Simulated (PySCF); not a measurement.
# Level of theory and adiabatic energies of losing or gaining an electron: 2-cyano-2-propyl radical

Structure: `C[C](C)C#N` (C4H6N•). The parent is a doublet.

All levels share the PBE0-D3(BJ)/ma-def2-SVP structures and the GFN2-xTB thermal terms; only the single-point energies (PySCF) change. Values are adiabatic energies of losing or gaining an electron (0 K, eV).

At TPSS-D3(BJ)/6-31+G* (grid 3):
| quantity | value |
| --- | --- |
| electron affinity to the singlet anion | 0.95 |
| ionisation energy to the singlet cation | 8.24 |

Q: What does ωB97X-D3(BJ)/ma-def2-TZVP give?

A: electron affinity to the singlet anion: 1.05 (change 0.10); ionisation energy to the singlet cation: 8.44 (change 0.19).

Differences come from unrounded values, so a last digit can differ from that of the printed terms.

---

## `F[SiH2]F` (F2H2Si): adiabatic energies of losing or gaining an electron at several levels

All levels share the PBE0-D3(BJ)/def2-SVP structures and the PBE0-D3(BJ)/def2-SVP thermal terms; only the single-point energies (PySCF) change. Values are adiabatic energies of losing or gaining an electron (0 K, eV).

Measured (NIST Chemistry WebBook): adiabatic ionisation energy 12.20 eV.

| level | ionisation energy to the radical cation |
| --- | --- |
| BP86/ma-def2-TZVP | 11.78 |
| ωB97X-D3(BJ)/ma-def2-TZVP | 12.17 |

The spread: 0.38 eV, from 11.78 to 12.17.

Differences come from unrounded values, so a last digit can differ from that of the printed terms.

---

**allyl fluoride: adiabatic energies of losing or gaining an electron at several levels**

Structure: `C=CCF` (C3H5F).

All levels share the PBE0-D3(BJ)/def2-SVP structures and the PBE0-D3(BJ)/def2-SVP thermal terms; only the single-point energies (PySCF) change. Values are adiabatic energies of losing or gaining an electron (0 K, eV).

Measured (NIST Chemistry WebBook): adiabatic ionisation energy 10.11 eV.

| level | ionisation energy to the radical cation |
| --- | --- |
| B97-2/ma-def2-SVP | 9.75 |
| ωB97X-D3(BJ)/ma-def2-TZVP | 9.86 |

The spread: 0.11 eV, from 9.75 to 9.86.
